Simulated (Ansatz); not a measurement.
Ansatz (an electronic-structure program) input:
A basis named .json is the Basis Set Exchange file of that set.

Ansatz 0.2 input:
```yaml
crystal:
  periodic: [false, false, false]
  atoms:
    - {symbol: O, position_ang: [1.06982681, -0.18778777, 0.05497058]}
    - {symbol: N, position_ang: [-0.00660330, 0.46114076, 0.01021508]}
    - {symbol: O, position_ang: [-1.06404892, -0.21571040, -0.06390877]}
basis:
  gaussian:
    orbitals: cc-pwCVTZ.json
total_charge: -1
magnetization: {spin_polarized: false}
correlation: {method: ccsd_t, frozen_orbitals: {N: 0, O: 0}}
```

Predict the final energy.

-205.02830 Eh (CCSD(T,full)/cc-pwCVTZ). The basis has 129 functions.
